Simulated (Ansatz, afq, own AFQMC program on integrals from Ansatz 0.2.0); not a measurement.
Integrals from Ansatz 0.2.0, then the random walk in our own AFQMC program (afq).

```yaml
crystal:
  periodic: [false, false, false]
  atoms:
    - {symbol: Si, position_ang: [0.036290, -0.172583, 1.096879]}
    - {symbol: N, position_ang: [-0.139230, 0.277700, -2.139233]}
    - {symbol: H, position_ang: [0.292464, 1.114075, 1.813733]}
    - {symbol: H, position_ang: [0.631135, -0.164194, -2.649900]}
basis:
  gaussian: {orbitals: cc-pVDZ}
magnetization: {spin_polarized: true, initial_magnetization: 3}
correlation: {method: ccsd_t, electrons: outside_noble_gas, hamiltonian_folder: ham}
```

```sh
$ ansatz run in.yaml --threads 1 --pin off --events-out ev --progress --plain --max-ram 1382MiB
```

Options of the walk:

```
--method phaseless --trial hf --walkers 120 --populations 1 --least-time 40 --time-step 0.005 --steps-per-block 20 --equilibration-blocks 160 --max-blocks 600 --target-error 0.002400 --factor-cut 1e-05 --start spin_pure --seed 2706 --taylor-order 6
```

Times are imaginary, in 1/Eh. The walk had a cap of 1161 s.

Output of the walk:

```
orbitals 36  electrons 7 4  factors 247 of 412
reference energy -344.39789790 Eh
CCSD correlation -0.21301646 Eh in 21 cycles, weight of the determinant in the CISD state 0.8832
energy of the start -344.398781 Eh
 block  time / (1/Eh)  mean weight  energy / Eh
     1     0.100  1.0016  -344.442501
     2     0.200  0.9998  -344.473322
     3     0.300  1.0001  -344.500537
     4     0.400  1.0019  -344.506664
     5     0.500  1.0006  -344.520810
     9     0.900  1.0013  -344.581847
    43     4.300  0.9996  -344.611894
    99     9.900  1.0016  -344.616804
   155    15.500  0.9973  -344.623292
   211    21.100  0.9989  -344.622918
   267    26.700  0.9992  -344.628048
   323    32.300  0.9988  -344.620486
   379    37.900  0.9981  -344.629671
   421    42.100  0.9989  -344.586130
   435    43.500  1.0002  -344.594608
   463    46.300  0.9987  -344.631181
   491    49.100  1.0021  -344.607416
   547    54.700  0.9985  -344.612597
blocks merged  error / Eh  count
     1  0.000811  400
     2  0.001077  200
     4  0.001428  100
     8  0.001796  50
    16  0.001995  25
    32  0.001497  12
energy -344.612482 +/- 0.001995 Eh
(rows thinned)
```

The run passed its tests (sampling time, drift between the halves within three errors, error under three times the target), which doesn't prove that it has relaxed. The second half of the sampling lies above the first by 2.2 errors of their difference, so the energy may still be moving and its error bar be too small.

Against this walk (error 54.3 meV) on the same determinant: CCSD(T) 49.7 meV lower (within the noise), CCSDT(Q) 78.4 meV lower (within the noise), a separate phaseless walk with a CISD trial and standard settings 57.8 ± 55.2 meV lower (within the noise). The error is statistical and leaves out the bias of the constraint.

Cautions: constraint bias not in the error; lower spins were not checked; unrestricted determinant slightly spin contaminated (⟨S²⟩ 3.80 against 3.75).

The walk took 3.9 min on 1 thread of Arm Neoverse V1 (shared host). The log's last line is the phaseless energy.

CCSDT and higher add their correlation energy to the determinant of the CCSD(T) run, since their own runs factorise the integrals more tightly (a shift of under 2 meV).
